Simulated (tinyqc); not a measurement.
Geometry optimisation on the UHF/sto-6g surface (energies and gradients from PySCF), for NH3+, spin multiplicity 2, step by step. One step of it, computed by the program tinyqc.

Problem. Step 2: move. Quasi-Newton step p = -H^(-1) g (the inverse Hessian comes from BFGS updates; coordinates in the order x, y, z of each atom); steps longer than 0.5 bohr are cut back.

positions after step 1 (bohr), order 1N, 2H, 3H, 4H:
$$\begin{pmatrix}
-0.042020 & 0.117961 & 0.667248 \\
1.868361 & 0.052348 & 0.047275 \\
-0.974797 & 1.703151 & 0.012213 \\
-0.957368 & -1.616457 & 0.004588
\end{pmatrix}$$

gradient (hartree/bohr), order 1N, 2H, 3H, 4H:
$$\begin{pmatrix}
-0.00660128 & 0.05770547 & 0.06827218 \\
-0.00282266 & -0.00661347 & -0.02374124 \\
0.01529640 & -0.02785497 & -0.01236526 \\
-0.00587246 & -0.02323704 & -0.03216569
\end{pmatrix}$$

inverse Hessian in use (bohr^2/hartree):
```
            1          2          3          4          5          6          7          8
1    1.667330   0.011697  -0.001495   0.036247   0.001084   0.001164  -0.014546   0.023852
2    0.011697   1.464681  -0.151570  -0.199989   0.009331   0.049035   0.047044  -0.070638
3   -0.001495  -0.151570   1.631621  -0.339024  -0.005438   0.006124   0.125862  -0.204388
4    0.036247  -0.199989  -0.339024   1.922362   0.039111   0.122197  -0.170873   0.293552
5    0.001084   0.009331  -0.005438   0.039111   1.668202   0.002584  -0.016490   0.027195
6    0.001164   0.049035   0.006124   0.122197   0.002584   1.666718  -0.046718   0.076152
7   -0.014546   0.047044   0.125862  -0.170873  -0.016490  -0.046718   1.759930  -0.157762
8    0.023852  -0.070638  -0.204388   0.293552   0.027195   0.076152  -0.157762   1.933179
9    0.002600   0.014178  -0.015564   0.076956   0.003487   0.006771  -0.033458   0.055366
10  -0.022365   0.141248   0.214656  -0.121069  -0.023704  -0.076643   0.092156  -0.159642
11  -0.036632   0.263293   0.361396  -0.132674  -0.038063  -0.127770   0.127208  -0.223069
12  -0.002269   0.088357   0.044486   0.139870  -0.000633  -0.012946  -0.045687   0.072870

            9         10         11         12
1    0.002600  -0.022365  -0.036632  -0.002269
2    0.014178   0.141248   0.263293   0.088357
3   -0.015564   0.214656   0.361396   0.044486
4    0.076956  -0.121069  -0.132674   0.139870
5    0.003487  -0.023704  -0.038063  -0.000633
6    0.006771  -0.076643  -0.127770  -0.012946
7   -0.033458   0.092156   0.127208  -0.045687
8    0.055366  -0.159642  -0.223069   0.072870
9    1.674397  -0.046098  -0.073032   0.001063
10  -0.046098   1.717944   0.042098  -0.091915
11  -0.073032   0.042098   1.664505  -0.160595
12   0.001063  -0.091915  -0.160595   1.634064
```

Give: positions after step 2.

Solution.

positions after step 2 (bohr), order 1N, 2H, 3H, 4H:
$$\begin{pmatrix}
-0.0316 & 0.0518 & 0.5670 \\
1.9243 & 0.0634 & 0.0831 \\
-1.0176 & 1.7773 & 0.0337 \\
-0.9810 & -1.6355 & 0.0476
\end{pmatrix}$$
